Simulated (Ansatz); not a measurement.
This geometry of CH$_{5}$B$_{2}$ (8 atoms, charge 0, multiplicity 2) is a first-order saddle point.

Computed with UKS B3LYP-D4/def2-SVP (Ansatz).

```xyz
8
Properties=species:S:1:pos:R:3
B -0.897 0.785 -0.685
C 0.039 0.300 0.421
B 0.876 -0.984 0.400
H -1.981 1.241 -0.391
H -0.607 0.719 -1.857
H 0.114 0.929 1.323
H 1.960 -1.001 0.941
H 0.496 -1.990 -0.153
```

**Question.** Which two structures does it join? (They come from a converged band through this point; their orientation in space is the band's.)

**Answer.** No bond is made or broken. The dihedral H4–B1–C2–B3 goes from 48 to -130°. The two ends are copies of one structure, up to a mirror image or an exchange of like atoms.

Image 0:

```xyz
8
Properties=species:S:1:pos:R:3
B -0.859 0.778 -0.687
C 0.110 0.367 0.413
B 0.749 -1.013 0.478
H -1.784 0.059 -0.988
H -0.706 1.812 -1.297
H 0.477 1.145 1.103
H 1.944 -1.140 0.620
H 0.070 -2.008 0.358
```

Image 8:

```xyz
8
Properties=species:S:1:pos:R:3
B -0.860 0.777 -0.687
C 0.109 0.367 0.414
B 0.749 -1.014 0.478
H -0.708 1.814 -1.293
H -1.782 0.056 -0.991
H 0.476 1.146 1.104
H 1.944 -1.138 0.621
H 0.071 -2.008 0.354
```

**Question.** How far does it lie above each of them?

**Answer.** 0.079 eV above the first and 0.079 eV above the second. This is the barrier of this one path; another mechanism may lie lower.

Time of the run: 3.8 min on 1 thread of Arm Neoverse V2 (shared host), peak memory 0.24 GiB.
